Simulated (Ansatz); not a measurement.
Abridged output of a molecular run in Ansatz:

```
Functional definition: HF
979 factors; integrals over basis functions are off by at most 1.2e-3 eV
mean field evaluation 1: about -11242.9867 eV, gradient 4.0e1 eV
mean field evaluation 2: about -11243.1325 eV, gradient 4.0e1 eV
mean field evaluation 4: about -11246.5707 eV, gradient 3.8e0 eV
mean field evaluation 8: about -11246.6237 eV, gradient 2.7e-1 eV
mean field -11246.62412491 eV, -413.3058133547 hartree, gradient 1.3e-6 eV, S^2 0.000000; 0 other end points of the search recorded, 0 dependent functions left out
6 core orbitals not correlated: weight in the atoms' cores, before any rotation towards them, 1.000 or more for the frozen orbitals, at most 0.000 for the correlated occupied ones
reference -11246.62412491 eV, -413.3058133547 hartree; 18, 18 occupied and 75, 75 virtual orbitals, 979 factors
second order -25.55835037 eV of doubles, -0.00000000 eV of singles
cycle   1  -25.77406394 eV  change   -2.2e-1 eV  update   1.1e-1
cycle   2  -26.33455881 eV  change   -5.6e-1 eV  update   3.3e-2
cycle   3  -26.49259505 eV  change   -1.6e-1 eV  update   1.7e-2
cycle   4  -26.48824094 eV  change    4.4e-3 eV  update   3.7e-3
cycle   5  -26.48608702 eV  change    2.2e-3 eV  update   1.7e-3
cycle   6  -26.48685522 eV  change   -7.7e-4 eV  update   4.4e-4
cycle   7  -26.48673526 eV  change    1.2e-4 eV  update   1.6e-4
cycle   8  -26.48662863 eV  change    1.1e-4 eV  update   5.4e-5
cycle   9  -26.48663381 eV  change   -5.2e-6 eV  update   2.2e-5
perturbative correction -0.64797998 eV, -0.0238128252 hartree
Total energy: -11273.75873870 eV, -414.3029920192 hartree
```

Its atoms:

Z-matrix (Å, degrees):
```
C
F 1 1.349
C 1 1.498 2 110.4
F 1 1.356 2 108.0 3 -120.1
H 1 1.096 2 108.9 3 123.2
F 3 1.337 1 110.6 2 176.2
C 3 1.316 1 127.0 2 -2.9
H 7 1.082 3 120.8 1 179.6
H 7 1.080 3 119.5 1 -0.7
```

(1) Which basis set was used?
A. def2-QZVPP
B. def2-TZVPP
C. def2-SVP
D. def2-TZVPPD

(2) Write the keys of the input that set method, charge and spin (a neutral closed shell needs none for the last two).

Answers

(1) C. It gives 99 functions.

(2) 
```yaml
correlation: {method: ccsd_t}
```
